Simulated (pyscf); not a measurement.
Single points on ωB97X-D3(BJ)/def2-SVP structures (PySCF, gas phase).

Question: For the elementary gas-phase step HB=NH + hydrogen (H₂) -> H₂B–NH₂ (singlet surface; H–H broken, B–H, H–N formed), what barrier and reaction energy does ωB97M-D3(BJ)/def2-TZVP give, measured from the separated reactants?

Answer: ΔE‡ = 163.9 kJ/mol, ΔE = -162.5 kJ/mol. Zero-point energy shifts the barrier by +12.2 kJ/mol. It is an addition across a multiple bond or ene-type step, with an imaginary mode of 1471i cm⁻¹. At the saddle there is also a short B–H contact that neither side keeps. One saddle was located; it need not be the lowest between these sides.
